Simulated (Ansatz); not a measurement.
Crystal: Cu₂O₅, cubic X2O5 type, 14 atoms in the cell.

Space group Pn-3m, simple cubic cell, positions in fractions of the edge: Cu (0 0 0), (0.5 0.5 0), (0.5 0 0.5), (0 0.5 0.5); O (0.5 0 0), (0 0.5 0), (0 0 0.5), (0.5 0.5 0.5), (0.75 0.75 0.25), (0.75 0.25 0.75), (0.25 0.75 0.75), (0.75 0.25 0.25), (0.25 0.75 0.25), (0.25 0.25 0.75).

Theory: Ansatz 0.2.0 development build, PBE, plane waves, PAW datasets (generated hard set).

Cutoff 700 eV; k-mesh 11×11×11 Γ-centred; Fermi–Dirac smearing of 0.0612 eV; no spin polarisation.

**Question.** What equilibrium volume, lattice constant and bulk modulus does this give?

**Answer.** V₀ = 9.178 Å³/atom (a₀ = 5.046 Å), B₀ = 151 GPa, B₀′ = 4.75. The points behind the fit:

| V (Å³/atom) | a (Å) | E − E(min) (meV/atom) | P (GPa) |
| --- | --- | --- | --- |
| 8.627 | 4.9430 | 17.60 | 10.85 |
| 8.810 | 4.9778 | 7.52 | 6.82 |
| 8.994 | 5.0122 | 1.82 | 3.22 |
| 9.177 | 5.0460 | 0.00 | 0.01 |
| 9.544 | 5.1124 | 6.40 | -5.39 |

The published all-electron PBE values for this crystal (mean of FLEUR and WIEN2k, k-spacing 0.06 Å⁻¹; Bosoni et al., Nat. Rev. Phys. 6, 45 (2024)) are V₀ = 9.178 Å³/atom, B₀ = 151.2 GPa, B₀′ = 4.76. This run's mesh is coarser (spacing 0.11 Å⁻¹), so part of any difference comes from k-sampling.

The stress includes the program's correction for the finite plane-wave basis.

This cubic structure is a model: it isn't the usual form of the substance at ambient conditions, and such phases are metastable or hypothetical. The k-mesh is modest, so these values aren't fully converged in k. Spin polarisation is left out, and a magnetic state may lie lower.
